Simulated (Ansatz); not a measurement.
The input, for Ansatz 0.2.0:

```yaml
crystal:
  periodic: [false, false, false]
  atoms:
    - {symbol: Sn, position_ang: [0.000000, 0.000000, 0.000000]}
    - {symbol: H, position_ang: [0.000000, 0.000000, 1.899000]}
basis:
  gaussian: {orbitals: def2-TZVP}
total_charge: 1
magnetization: {spin_polarized: false}
correlation: {method: ccsd, electrons: all}
scf: {omitted_lower_state_checks: [cluster_reference]}
```

```sh
$ ansatz run in.yaml --threads 1 --pin off --events-out ev --progress --plain --max-ram 2393MiB
```

Log:

```
these checks for a lower state are left out or cut short: cluster_reference
530 factors; integrals over basis functions are off by at most 1.2e-3 eV
mean field evaluation 1: about -5813.2391 eV, gradient 1.0e1 eV
mean field evaluation 2: about -5813.2394 eV, gradient 1.0e1 eV
mean field evaluation 4: about -5813.7269 eV, gradient 8.8e-1 eV
mean field evaluation 8: about -5813.7322 eV, gradient 7.0e-4 eV
mean field -5813.73218738 eV, -213.6507171969 hartree, gradient 2.8e-6 eV, S^2 0.000000; 0 other end points of the search recorded, 0 dependent functions left out
reference -5813.73218738 eV, -213.6507171969 hartree; 11, 11 occupied and 45, 45 virtual orbitals, 530 factors
second order -9.20716065 eV of doubles, -0.00000000 eV of singles
cycle   1  -8.86574025 eV  change    3.4e-1 eV  update   7.5e-2
cycle   2  -9.16558773 eV  change   -3.0e-1 eV  update   2.4e-2
cycle   3  -9.18687948 eV  change   -2.1e-2 eV  update   1.0e-2
cycle   4  -9.18540209 eV  change    1.5e-3 eV  update   2.2e-3
cycle   5  -9.18629396 eV  change   -8.9e-4 eV  update   5.8e-4
cycle   6  -9.18618771 eV  change    1.1e-4 eV  update   1.8e-4
cycle   7  -9.18617102 eV  change    1.7e-5 eV  update   4.3e-5
cycle   8  -9.18617769 eV  change   -6.7e-6 eV  update   1.4e-5
Total energy: -5822.91836507 eV, -213.9883030004 hartree
Checks for a lower state left out: cluster_reference
```

Ran on 1 thread of Arm Neoverse V1, shared host: 1.1 s wall, 0.17 GiB peak host memory.
